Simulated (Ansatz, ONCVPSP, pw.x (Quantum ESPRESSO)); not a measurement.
# From atom to crystal: ONCV potential for tantalum

- Element: Ta (Z = 73)
- Generator: ONCVPSP 4.0.1
- Type: optimised norm-conserving Vanderbilt (ONCV)
- Functional: PBE
- Relativity: scalar-relativistic
- Frozen core: [Kr] 4d10 4f14 5s2
- Valence charge: 11
- Reference configuration: 5p6 5d3 6s2
- Partial waves: 6s: rc 2.90 bohr, ncon 3, nbas 8, qcut 2.1 1/bohr, 2 projectors, debl 2 Ha; 5p: rc 2.10 bohr, ncon 5, nbas 9, qcut 6.3 1/bohr, 2 projectors, debl 4 Ha; 5d: rc 2.95 bohr, ncon 5, nbas 10, qcut 4.2 1/bohr, 2 projectors, debl 1.7 Ha
- Local potential: polynomial inside 1.65 bohr (lpopt 2, dvloc0 2 Ha)
- Core correction: Teter function, fcfact 6, rcfact 1.2

Crystal test: bcc Ta in pw.x 7.5, no spin, 14³ k-points, Fermi–Dirac smearing 0.01 Ry, cutoffs 55/220 Ry. The reference is all-electron LAPW (Ansatz 0.2.0) with the same functional, mesh and smearing; V0 and B0 come from Birch–Murnaghan fits to the pressures at five volumes. Errors are pseudo minus all-electron; Δ is the rms difference of the E(V) curves that follow from these fits, minima aligned, over ±6 % about the mean V0. Mesh and smearing are coarse, so the numbers serve the comparison and aren't converged zero-temperature values; the lattice is a test structure that the element need not adopt.

All-electron: a0 = 3.321 Å (V0 = 18.31 Å³/atom), B0 = 193.2 GPa.

Question: How far does the potential miss the all-electron equation of state?

Answer: mean pressure error (GPa): -1.13; a0 (Å): 3.314; a0 error (%): -0.18; B0 error (%): -2.0; Δ (meV/atom): 4.4. The largest radius (2.95 bohr) exceeds half the bond length (2.71 bohr), so the spheres overlap, which is one possible source of error among others.

| V (Å³/atom) | P all-electron (GPa) | P pseudo (GPa) |
| --- | --- | --- |
| 17.282 | 12.43 | 10.85 |
| 17.737 | 6.48 | 5.17 |
| 18.192 | 1.22 | 0.13 |
| 18.647 | -3.44 | -4.35 |
| 19.102 | -7.57 | -8.32 |

Question: At the middle volume, how do free energy and pressure move when the wave cutoff is lowered (ecutrho kept at four times it)?

Answer:

| cutoff (Ry) | shift of F (meV/atom) | shift of P (GPa) |
| --- | --- | --- |
| 25 | +32.5 | -0.95 |
| 33 | +17.6 | +0.04 |
| 44 | +4.8 | +0.04 |

Input at the middle volume:

```
&control
  calculation='scf', prefix='x', pseudo_dir='./', outdir='./tmp', tstress=.true., disk_io='low'
/
&system
  ibrav=0, nat=1, ntyp=1, ecutwfc=55, ecutrho=220, nbnd=13,
  occupations='smearing', smearing='fd', degauss=0.01
/
&electrons
  conv_thr=1e-09, mixing_beta=0.4, electron_maxstep=70
/
ATOMIC_SPECIES
Ta 1.0 Ta.UPF
CELL_PARAMETERS angstrom
  -1.65681297 1.65681297 1.65681297
  1.65681297 -1.65681297 1.65681297
  1.65681297 1.65681297 -1.65681297
ATOMIC_POSITIONS crystal
Ta 0.0000 0.0000 0.0000
K_POINTS automatic
14 14 14 0 0 0
```

```bash
pw.x < Ta.scf.in > Ta.scf.out
```

Lines of the output:

```
Message from routine setup:
     using ibrav=0 with symmetry is DISCOURAGED, use correct ibrav instead
     lattice parameter (alat)  =       5.4229  a.u.
     unit-cell volume          =     122.7657 (a.u.)^3
     number of electrons       =        11.00
     number of Kohn-Sham states=           13
     kinetic-energy cutoff     =      55.0000  Ry
     charge density cutoff     =     220.0000  Ry
     scf convergence threshold =      1.0E-09
     Exchange-correlation= PBE
     number of k points=   104  Fermi-Dirac smearing, width (Ry)=  0.0100
     iteration #  1     ecut=    55.00 Ry     beta= 0.40
     total energy              =     -85.26546231 Ry
     estimated scf accuracy    <       0.02273309 Ry
     iteration #  2     ecut=    55.00 Ry     beta= 0.40
     total energy              =     -85.26473420 Ry
     estimated scf accuracy    <       0.00461018 Ry
     iteration #  3     ecut=    55.00 Ry     beta= 0.40
     total energy              =     -85.26527508 Ry
     estimated scf accuracy    <       0.00016204 Ry
     iteration #  4     ecut=    55.00 Ry     beta= 0.40
     total energy              =     -85.26528651 Ry
     estimated scf accuracy    <       0.00000385 Ry
     iteration #  5     ecut=    55.00 Ry     beta= 0.40
     total energy              =     -85.26528724 Ry
     estimated scf accuracy    <       0.00000026 Ry
     iteration #  6     ecut=    55.00 Ry     beta= 0.40
     total energy              =     -85.26528726 Ry
     estimated scf accuracy    <       0.00000001 Ry
     iteration #  7     ecut=    55.00 Ry     beta= 0.40
     the Fermi energy is    17.1266 ev
!    total energy              =     -85.26528726 Ry
     estimated scf accuracy    <          1.5E-10 Ry
     smearing contrib. (-TS)   =      -0.00561360 Ry
     The total energy is F=E-TS. E is the sum of the following terms:
     one-electron contribution =      -1.47291365 Ry
     hartree contribution      =       7.42112971 Ry
     xc contribution           =     -20.88561054 Ry
     ewald contribution        =     -70.32227918 Ry
     convergence has been achieved in   7 iterations
          total   stress  (Ry/bohr**3)                   (kbar)     P=        1.27
```

The run at the middle volume (104 k-points, 7 iterations) took about 7.6 s on one core of a shared host (Intel(R) Xeon(R) 6975P-C, 192 threads, 378 GiB, load 142).
